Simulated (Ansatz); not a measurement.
Reaction (SMILES): [CH3] (CH3) → [CH3-] (an electron is taken up)
B3LYP-D3(BJ)/def2-TZVP geometries, fixed; electronic energies without zero-point terms; positive where energy is released.

Effect of a fitting basis named in the input at MP2/aug-cc-pVQZ with Ansatz (a first-principles code), against the last row, where the adiabatic electron affinity is 0.06 eV. Cores are frozen. Open shells are unrestricted. The default fits or decomposes integrals by the program's own choice; accuracy: high also tightens integrals, grids and stops.

```
setting                                              largest shift of a total energy (mEh)  shift of the adiabatic electron affinity (eV)
---------------------------------------------------  -------------------------------------  ---------------------------------------------
fitting: def2-universal-jkfit and def2-SVP-RIFIT                                     2.563                                         -0.030
fitting: def2-universal-jkfit and cc-pVDZ-RIFIT                                      3.103                                         -0.035
fitting: def2-universal-jkfit and cc-pVTZ-RIFIT                                      0.788                                         -0.020
fitting: def2-universal-jkfit and aug-cc-pVTZ-RIFIT                                  0.087                                         -0.001
fitting: def2-universal-jkfit and cc-pVQZ-RIFIT                                      0.397                                         -0.010
fitting: def2-universal-jkfit and aug-cc-pVQZ-RIFIT                                  0.049                                          0.000
accuracy: high                                                                       0.000                                          0.000
accuracy: medium (default)                                                           0.000                                          0.000
```

Within 0.002 eV in the adiabatic electron affinity: fitting: def2-universal-jkfit and aug-cc-pVTZ-RIFIT; fitting: def2-universal-jkfit and aug-cc-pVQZ-RIFIT; accuracy: high. The largest shift is 3.103 mEh in a total energy and 0.035 eV in the difference.
